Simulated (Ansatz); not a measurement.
The cluster SiO2⁻. Charge -1, multiplicity 2. Geometry PBE0-D4/def2-TZVPD, basis def2-TZVPD, Ansatz.

Cartesian coordinates in Å:
```
Si 0.2864 0.1082 -0.2004
O 0.1032 -1.4295 -0.2901
O -0.3896 1.3213 0.4905
```

| run | HOMO (eV) | LUMO (eV) |
| --- | --- | --- |
| A | -0.66 | 2.47 |
| B | -3.75 | 4.84 |
| C | 0.47 | 1.60 |
| D | -0.44 | 2.05 |
| E | -0.23 | 2.34 |
| F | 0.21 | 2.05 |

B3LYP takes the VWN-RPA correlation. The structure comes from a short search, and lower isomers may exist.

HOMO and LUMO are taken over both spins.

Q: The runs used B3LYP, HF, PBE, PBE0, r2SCAN, r2SCANh. Estimate which is which.

A: A PBE0 (25 % exact exchange); B HF (100 % exact exchange); C PBE (0 % exact exchange); D B3LYP (20 % exact exchange); E r2SCANh (10 % exact exchange); F r2SCAN (0 % exact exchange). Exact exchange lowers occupied and raises empty levels; among semilocal functionals meta-GGAs tend to open the gap a little, and such runs are hard to tell apart. The gap grows from 1.12 eV (PBE) to 8.59 eV (HF). At PBE-D4/def2-TZVPD, r2SCAN-D4/def2-TZVPD the highest occupied level of the charge -1 doublet lies above zero (up to 0.47 eV). By energy differences its removal costs 2.69 eV (vertical, to the charge 0 singlet, at PBE-D4/def2-TZVPD); a positive level beside a positive removal energy at the same level points to self-interaction error.
